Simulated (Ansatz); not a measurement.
What does this script print? It uses Ansatz 0.2.0, Python API.

The script, `freq_h4npsi.py`:
```python
import ansatz as az
from ase import Atoms
from ase.thermochemistry import IdealGasThermo
import numpy as np

GEOMETRY = '''
N    -0.65750   -0.69030    0.15930
Si   -0.57610    0.96700    0.05520
P     0.68320   -1.22140    0.65630
H    -0.97500   -1.06640   -0.71000
H     0.34760    1.37900   -1.04620
H    -0.28200    1.65690    1.34180
H     1.52100   -1.09280   -0.50190
'''


def main() -> None:
    molecule = az.Crystal.molecule()
    for line in GEOMETRY.strip().splitlines():
        symbol, *xyz = line.split()
        molecule = molecule.atom(symbol, [float(v) for v in xyz])

    model = (
        molecule.calculation()
        .basis(gaussian='def2-SVP')
        .functional('hf')
    )
    symbols = [site.symbol for site in molecule.cartesian_sites]
    start = np.array([site.position_ang for site in molecule.cartesian_sites], dtype=float)
    report = model.relax(force_tolerance=0.003).run(threads=1).report
    end = np.array(report['positions_ang'])

    print('bond        before    after (A)')
    for i, j in [(0, 1), (0, 2), (0, 3), (1, 2), (1, 4), (1, 5), (2, 6)]:
        d0, d1 = (np.linalg.norm(xyz[i] - xyz[j]) for xyz in (start, end))
        print(f'{symbols[i]}{i}-{symbols[j]}{j}'.ljust(10), f'{d0:8.4f} {d1:8.4f}')
    for i, j, k in [(1, 0, 2), (1, 0, 3), (2, 0, 3), (0, 1, 2), (0, 1, 4), (0, 1, 5), (2, 1, 4), (2, 1, 5)]:
        u, v = end[i] - end[j], end[k] - end[j]
        print(f'angle {symbols[i]}{i}-{symbols[j]}{j}-{symbols[k]}{k}: {np.degrees(np.arccos(np.clip(u @ v / np.linalg.norm(u) / np.linalg.norm(v), -1, 1))):.2f} deg')

    minimum = az.Crystal.molecule()
    for symbol, xyz in zip(symbols, end):
        minimum = minimum.atom(symbol, xyz.tolist())
    vibrating = (
        minimum.calculation()
        .basis(gaussian='def2-SVP')
        .functional('hf')
        .phonons(temperatures=(100, 500, 100))
    )
    vib = vibrating.run(threads=1).report['vibrations']
    sums = vib['harmonic_sums']
    modes = [m['omega_inv_cm'] for m in sums['modes_at_gamma'] if m['rigid_motion'] == 'no']
    for number, w in enumerate(modes, start=1):
        print(f'mode {number:2d} {w:9.1f} 1/cm {w / 8065.544 * 1000:8.2f} meV')
    print('imaginary modes:', sum(w < 0 for w in modes), ' zero-point energy:', round(sums['zero_point_energy_ev'], 4), 'eV')
    gas = IdealGasThermo(vib_energies=[w / 8065.544 for w in modes if w > 0], geometry='linear' if len(modes) == 3 * len(symbols) - 5 else 'nonlinear',
                         atoms=Atoms(symbols, positions=end), symmetrynumber=1, spin=0.0)
    print(f'H(298 K) - E = {gas.get_enthalpy(298.15, verbose=False):.4f} eV')
    print(f'S(298 K, 1 bar) = {96485.33 * gas.get_entropy(298.15, 1e5, verbose=False):.1f} J/(mol K) with symmetry number 1')


if __name__ == '__main__':
    main()
```

```console
$ python freq_h4npsi.py
bond        before    after (A)
N0-Si1       1.6626   1.6933
N0-P2        1.5253   1.7677
N0-H3        0.9990   0.9981
Si1-P2       2.5954   2.2077
Si1-H4       1.4953   1.4727
Si1-H5       1.4892   1.4740
P2-H6        1.4352   1.4217
angle Si1-N0-P2: 79.24 deg
angle Si1-N0-H3: 144.66 deg
angle P2-N0-H3: 127.91 deg
angle N0-Si1-P2: 51.87 deg
angle N0-Si1-H4: 118.74 deg
angle N0-Si1-H5: 120.20 deg
angle P2-Si1-H4: 123.70 deg
angle P2-Si1-H5: 119.61 deg
mode  1     168.3 1/cm    20.86 meV
mode  2     501.8 1/cm    62.22 meV
mode  3     541.8 1/cm    67.17 meV
mode  4     648.4 1/cm    80.39 meV
mode  5     698.8 1/cm    86.64 meV
mode  6     782.0 1/cm    96.95 meV
mode  7     833.1 1/cm   103.29 meV
mode  8     969.8 1/cm   120.24 meV
mode  9    1007.6 1/cm   124.93 meV
mode 10    1074.6 1/cm   133.23 meV
mode 11    1117.7 1/cm   138.58 meV
mode 12    2368.1 1/cm   293.61 meV
mode 13    2374.2 1/cm   294.37 meV
mode 14    2456.0 1/cm   304.51 meV
mode 15    3883.3 1/cm   481.47 meV
imaginary modes: 0  zero-point energy: 1.2042 eV
H(298 K) - E = 1.3494 eV
S(298 K, 1 bar) = 284.9 J/(mol K) with symmetry number 1
```

What to keep in mind:
- The settings weren't tested for convergence.
- The frequencies are harmonic and unscaled, in a modest basis. The result belongs to the one conformer reached from this start, and soft torsions count as harmonic oscillators.
- The entropy takes a symmetry number of 1; a symmetric molecule's is lower by R ln(sigma).
- Run time: 22 s on 1 thread of AMD EPYC 9R45 96-Core Processor (Zen 5), with other jobs on the host, peak memory 0.25 GiB.

(Lines on the test bed's own set-up are left out of the output.)
